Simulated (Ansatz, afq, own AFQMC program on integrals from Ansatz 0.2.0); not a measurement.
Where AFQMC and coupled cluster stand for LiSe⁺, triplet

```
atom   x (Å)   y (Å)   z (Å)
  Se  0.0000  0.0000  0.0000
  Li  0.0000  0.0000  2.5606
```

Basis cc-pVDZ. Only valence electrons are correlated. AFQMC by an in-house program on the Cholesky factors that Ansatz 0.2.0 writes for its CCSD(T) run. The CISD trial takes its coefficients from CCSD amplitudes. Released means that phaseless walkers are propagated on without the constraint, phases kept. ± is one standard error of the sampling. No spin–orbit coupling.

Determinant: UHF, the one that the program's search chose, which needn't be the lowest solution. The geometry is a PBE0/def2-TZVP stationary point of this or a neighbouring charge and spin state.

Full CI on the same integrals is exact in this basis and with this determinant's frozen core.

Cautions: no relativity below Rb; no spin-orbit coupling; inner d shell frozen; the ph-AFQMC/CISD walk drifts between its halves (2.3 errors).

* T1 diagnostic: 0.0084
* weight of the determinant in the CISD state: 0.948
* ⟨S²⟩ of the determinant: 2.009
* size of the correlated space: 6 electrons in 26 orbitals

Reference: full CI, correlation energy -2.474 eV. The released energy is read at 2.40 1/Eh (meV from the phaseless value at times in 1/Eh: 1.8 ± 2.4 at 0.24, -0.6 ± 2.1 at 0.51, 0.0 ± 1.8 at 0.99, -1.7 ± 2.0 at 1.62, -4.1 ± 2.4 at 2.40).

| level | E − E(reference) (kcal/mol) | share of correlation (%) |
| --- | --- | --- |
| HF | 57.05 | 0.00 |
| MP2 | 11.26 | 80.26 |
| CCSD | 1.03 | 98.19 |
| CCSD(T) | 0.25 | 99.56 |
| CCSDT | 0.07 | 99.88 |
| CCSDT(Q) | 0.01 | 99.98 |
| ph-AFQMC/CISD | 0.05 ± 0.07 | 99.91 |
| released AFQMC | -0.04 ± 0.05 | 100.08 |

CCSDT and higher add their correlation energy to the determinant of the CCSD(T) run, since their own runs factorise the integrals more tightly (a shift of under 2 meV). A walk keeps the symmetry of its determinant, which the program's search chose and which needn't be the lowest solution, so a lower state of the same spin and another symmetry isn't excluded. Released energies are given only where the last usable release times agree within the noise; a slower fall can still hide under it.
